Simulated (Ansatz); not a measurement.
Fluorite CeO2 was calculated with r²SCAN+SOC (PAW; Ansatz, a program for electronic structure).

Run with plane-wave cutoff 560 eV, 12×12×12 k mesh, Fermi–Dirac smearing 0.01 eV, PAW data made under PBE.

Energies at three volumes about the minimum:

| V (Å³/atom) | E − E_lowest (meV/atom) |
|---|---|
| 13.121 | 3.33 |
| 13.389 | 0.00 |
| 13.657 | 3.09 |

### Question
Fit a parabola by hand: where is the minimum, what lattice constant follows, and what is the bulk modulus?

### Answer
Slopes: (0.00 − 3.33)/(13.389 − 13.121) = -12.425 and (3.09 − 0.00)/(13.657 − 13.389) = 11.530 meV/Å³. Curvature E″ = 2 × (11.530 − (-12.425))/(13.657 − 13.121) = 89.384 meV/Å⁶. From the middle of the first interval, the slope vanishes at V0 = 13.2550 − (-12.425)/89.384 = 13.394 Å³/atom. B = V0 E″ = 13.394 × 89.384 meV/Å³ × 0.1602 GPa per meV/Å³ = 192 GPa. With 12 atoms in the cube, a = (12 × 13.394)^(1/3) = 5.437 Å. The full Birch–Murnaghan fit to all volumes gives V0 = 13.389 Å³/atom and B0 = 192 GPa.

Measured, for comparison: bulk modulus 220 ± 9 GPa (room temperature, not corrected to a static lattice, sources range from 220 to 230; as tabulated in High Pressure Brillouin Spectroscopy and X-ray Diffraction of Cerium Dioxide …); lattice constant a 5.391 Å (0 K, extrapolated to 0 K; as tabulated in Stimac et al. (2024), arXiv:2411.06536). Computed less measured: bulk modulus -13 % (-13 % to -17 % over the range).
